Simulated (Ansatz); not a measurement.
Reaction (SMILES): C=CF + 3 [H][H] (H2) → 2 C (CH4) + F (HF)
B3LYP-D3(BJ)/def2-TZVP geometries, fixed; electronic energies without zero-point terms.
Largest species:
```xyz
6

C      0.0048     0.4339    -0.0020
C      1.1838    -0.1536     0.0049
F     -1.1460    -0.2672    -0.0028
H     -0.1758     1.5010    -0.0077
H      1.2800    -1.2303     0.0104
H      2.0778     0.4520     0.0052
```
Charge 0, spin multiplicity 1.

Basis-set convergence of the energy of full hydrogenation at HF with Ansatz (a program for electronic structure). All functions are spherical. No added dispersion term, no relativity. Functions are those of the species that has most. Reference: the value in aug-pcseg-3, -83.00 kcal/mol, itself unsure by roughly 0.04 kcal/mol (its mean distance from aug-cc-pVQZ, def2-QZVPPD, pcseg-3). Deviations are taken from unrounded values.

```csv
basis,functions
cc-pVDZ,57
aug-cc-pVDZ,96
cc-pVTZ,132
jun-cc-pV(T+d)Z,159
aug-cc-pVTZ,207
cc-pVQZ,255
aug-cc-pVQZ,378
```

Which is the smallest correlation-consistent set listed that can be trusted to 1 kcal/mol here, that is, within that of the reference together with its larger relatives (same family, alike in diffuse functions; a set with none to test it counts only in the reference's own line)?

The smallest set listed that lies within 1 kcal/mol of the reference with all its larger relatives (same family, alike in diffuse functions; a set with none counts only in the reference's own line) is cc-pVTZ (132 functions, 0.25 kcal/mol off). Value minus reference: cc-pVDZ -1.54, aug-cc-pVDZ -3.48, cc-pVTZ 0.25, jun-cc-pV(T+d)Z -0.38, aug-cc-pVTZ -0.11, cc-pVQZ 0.14, aug-cc-pVQZ 0.07 kcal/mol.
